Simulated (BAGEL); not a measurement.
**AlH2O2 (SMILES [OH][Al][OH]): UHF/3-21G (density fitting with qzvpp-jkfit)**

Aim: the vertical ionisation energy of AlH2O2 at UHF/3-21G (density fitting with qzvpp-jkfit), from 2 runs. 

Program for the calculation: BAGEL 1.2.2.

4 further runs of the same task are left out: 3 that didn't finish, 1 set aside as unsound or not needed.

## (1) The system as given

AlH2O2 has 5 atoms, charge 0, and is taken as a doublet. SMILES: `[OH][Al][OH]`. The shape is that of a PBE0-D4/def2-TZVP optimisation. This is one conformer, not always the lowest.

Bond lengths: O1–Al2 1.696 Å, Al2–O3 1.703 Å, O1–H4 0.958 Å, O3–H5 0.956 Å. Angles: O1–Al2–O3 119.0°, Al2–O1–H4 122.5°, Al2–O3–H5 123.1°.

## (2) A single-point energy at UHF/3-21G (density fitting with qzvpp-jkfit)

input.json reads:

```json
{ "bagel": [

{
  "title": "molecule",
  "basis": "3-21g",
  "df_basis": "qzvpp-jkfit",
  "angstrom": true,
  "geometry": [
    { "atom": "O", "xyz": [      -1.573500,      -0.324600,      -0.237500 ] },
    { "atom": "Al", "xyz": [       0.018500,      -0.825100,       0.065000 ] },
    { "atom": "O", "xyz": [       1.249400,       0.348300,       0.160000 ] },
    { "atom": "H", "xyz": [      -1.809700,       0.595800,      -0.359200 ] },
    { "atom": "H", "xyz": [       2.165100,       0.131800,       0.330400 ] }
  ]
},

{
  "title": "uhf",
  "nopen": 1
},

{
  "title": "print",
  "file": "orbitals.molden",
  "orbitals": true
}

]}
```

Started as:

```console
BAGEL_NUM_THREADS=1 BAGEL input.json > input.out
```

Log:

```text
* using 1 threads per process

  ===============================================================
  ===============================================================

  *** Geometry ***

  { "atom" : "O", "xyz" : [     -2.973484,     -0.613405,     -0.448810 ] },
  { "atom" : "Al", "xyz" : [      0.034960,     -1.559213,      0.122832 ] },
  { "atom" : "O", "xyz" : [      2.361024,      0.658192,      0.302356 ] },
  { "atom" : "H", "xyz" : [     -3.419837,      1.125899,     -0.678790 ] },
  { "atom" : "H", "xyz" : [      4.091446,      0.249066,      0.624366 ] },

  Number of auxiliary basis functions:      318

  Since a DF basis is specified, we compute 2- and 3-index integrals:
    o Being stored without compression. Storage requirement is 0.003 GB

  Number of basis functions:       35
  Number of electrons      :       31

    * METHOD: MOLECULE                             0.06

  *** Open-shell HF ***

  === Nuclear Repulsion ===
    93.6023705973

      * DIIS with orbital gradients will be used.

  === UHF iteration (3-21g) ===
      0       -390.47175109          0.10213212           0.02
      1       -390.63224353          0.06480691           0.02
      2       -390.68729425          0.04060383           0.02
      3       -390.71871355          0.00154073           0.02
      4       -390.71926656          0.00045697           0.01
      5       -390.71933947          0.00016187           0.02
      6       -390.71934755          0.00008249           0.02
      7       -390.71935084          0.00002973           0.02
      8       -390.71935145          0.00001076           0.02
      9       -390.71935151          0.00000447           0.02
     10       -390.71935152          0.00000103           0.02
     11       -390.71935152          0.00000042           0.02
     12       -390.71935152          0.00000023           0.01
     13       -390.71935152          0.00000012           0.02
     14       -390.71935152          0.00000005           0.02
     15       -390.71935152          0.00000003           0.02
     16       -390.71935152          0.00000002           0.02
     17       -390.71935152          0.00000001           0.02
    * SCF iteration converged.

    * S^2 (UHF) is 0.7532

    * Permanent dipole moment:
           (   -0.656102,     0.164364,    -0.121470) a.u.

    * METHOD: UHF                                  0.32

    * METHOD: PRINT                                0.00

  ===============================================================
```

Run time: 0.66 s. Hardware: 1 thread of Intel Xeon Platinum 8488C (Sapphire Rapids), shared host; peak memory 0.08 GiB.

## (3) The singlet cation at the same level

calc.json reads:

```json
{ "bagel" : [

{
  "title" : "molecule",
  "basis" : "3-21g",
  "df_basis" : "qzvpp-jkfit",
  "angstrom" : true,
  "geometry" : [
    { "atom" : "O", "xyz" : [   -1.573500,   -0.324600,   -0.237500 ] },
    { "atom" : "Al", "xyz" : [    0.018500,   -0.825100,    0.065000 ] },
    { "atom" : "O", "xyz" : [    1.249400,    0.348300,    0.160000 ] },
    { "atom" : "H", "xyz" : [   -1.809700,    0.595800,   -0.359200 ] },
    { "atom" : "H", "xyz" : [    2.165100,    0.131800,    0.330400 ] }
  ]
},
{
  "title" : "hf",
  "charge" : 1
},
{
  "title" : "print",
  "file" : "orbitals.molden",
  "orbitals" : true
}

]}
```

Started as:

```console
BAGEL_NUM_THREADS=1 BAGEL calc.json > calc.out
```

Log:

```text
* using 1 threads per process

  ===============================================================
  ===============================================================

  *** Geometry ***

  { "atom" : "O", "xyz" : [     -2.973484,     -0.613405,     -0.448810 ] },
  { "atom" : "Al", "xyz" : [      0.034960,     -1.559213,      0.122832 ] },
  { "atom" : "O", "xyz" : [      2.361024,      0.658192,      0.302356 ] },
  { "atom" : "H", "xyz" : [     -3.419837,      1.125899,     -0.678790 ] },
  { "atom" : "H", "xyz" : [      4.091446,      0.249066,      0.624366 ] },

  Number of auxiliary basis functions:      318

  Since a DF basis is specified, we compute 2- and 3-index integrals:
    o Being stored without compression. Storage requirement is 0.003 GB

  Number of basis functions:       35
  Number of electrons      :       31

    * METHOD: MOLECULE                             0.06

  *** RHF ***

  === Nuclear Repulsion ===
    93.6023705973

      * DIIS with orbital gradients will be used.

  === RHF iteration (3-21g) ===
      0       -390.22432307          0.04761466           0.01
      1       -390.34072873          0.03351067           0.01
      2       -390.42356860          0.00190176           0.01
      3       -390.42416247          0.00111361           0.01
      4       -390.42429302          0.00024879           0.01
      5       -390.42432018          0.00009957           0.01
      6       -390.42432585          0.00002286           0.01
      7       -390.42432611          0.00000573           0.01
      8       -390.42432611          0.00000186           0.01
      9       -390.42432611          0.00000068           0.01
     10       -390.42432612          0.00000038           0.01
     11       -390.42432612          0.00000011           0.01
     12       -390.42432612          0.00000005           0.01
     13       -390.42432612          0.00000002           0.01
     14       -390.42432612          0.00000001           0.01
    * SCF iteration converged.

    * Permanent dipole moment:
           (   -1.254234,     1.758870,    -0.361029) a.u.

    * METHOD: HF                                   0.16

    * METHOD: PRINT                                0.00

  ===============================================================
```

Run time: 0.5 s. Hardware: 1 thread of Intel Xeon Platinum 8488C (Sapphire Rapids), shared host; peak memory 0.08 GiB.

## (4) Outcome

Level: UHF/3-21G (density fitting with qzvpp-jkfit).

| quantity | value |
| --- | --- |
| doublet AlH2O2: total energy | -390.71935 Eh |
| doublet AlH2O2: dipole moment | 1.75 D |
| doublet AlH2O2: ⟨S²⟩ | 0.753 |
| singlet cation: total energy | -390.42433 Eh |
| singlet cation: HOMO energy | -18.73 eV |
| singlet cation: LUMO energy | -7.58 eV |
| singlet cation: HOMO–LUMO gap | 11.15 eV |
| vertical ionisation energy (to the singlet cation) | 8.028 eV |

Removing an electron at fixed nuclei costs 8.03 eV (185 kcal/mol). Only the singlet of the ionised species was computed; a triplet could lie lower.
